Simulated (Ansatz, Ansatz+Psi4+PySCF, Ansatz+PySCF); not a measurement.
```yaml
atoms:
  - { symbol: C, position_ang: [1.1821, -0.0637, 0.0862] }
  - { symbol: C, position_ang: [-0.2728, 0.0147, -0.0199] }
  - { symbol: N, position_ang: [-1.4463, 0.0779, -0.1054] }
  - { symbol: H, position_ang: [1.6269, 0.9106, -0.1247] }
  - { symbol: H, position_ang: [1.4691, -0.3712, 1.0935] }
```

Basis set: cc-pVTZ (spherical functions). Left uncorrelated: 3 orbitals. Correlation on ROHF uses semicanonical orbitals with singles. Charge 0, multiplicity 2.

Computed with Ansatz (development build ahead of 0.2.0); each method stands on the lowest determinant of its kind that the runs found.

Task: Give the atomization energy at this shape (free ground-state atoms in the same class of orbitals less the molecule, no zero-point energy) of doublet C₂H₂N by ROHF-MP2, UHF-MP2.

Result:

```tsv
method	atomization energy
ROHF-MP2	21.66 eV
UHF-MP2	21.22 eV
```

Caution: the shape is not the minimum. Caution for UHF-MP2: the unrestricted determinant is spin contaminated.
